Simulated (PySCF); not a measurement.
Gas-phase reaction: N₂H₂ + SiH₂(NH₂)₂ → Si(NH₂)₄

Computed with PySCF and rigid-rotor harmonic-oscillator thermochemistry at 1 bar. † marks an energy on the PBE0/def2-TZVP geometry and frequencies; other levels use their own. All species are closed-shell singlets. SiH₂(NH₂)₂, Si(NH₂)₄: computed as isolated molecules; such fragments, hydroxides, amides, oligomers or adducts are transient or little studied in the gas.

ωB97X-V/def2-TZVP† gives ΔH°(298 K) = -410 kJ.

### Question
What do HF/def2-TZVP†, M06-2X/def2-TZVP†, PBE/def2-SVP give?

### Answer
HF/def2-TZVP†: -392 kJ; M06-2X/def2-TZVP†: -434 kJ; PBE/def2-SVP: -362 kJ. For scale, ΔH°(298 K) is -410 kJ at this level, -418 kJ at ωB97M-V/def2-TZVP†, and runs from -456 to -311 kJ over the 18 levels computed.
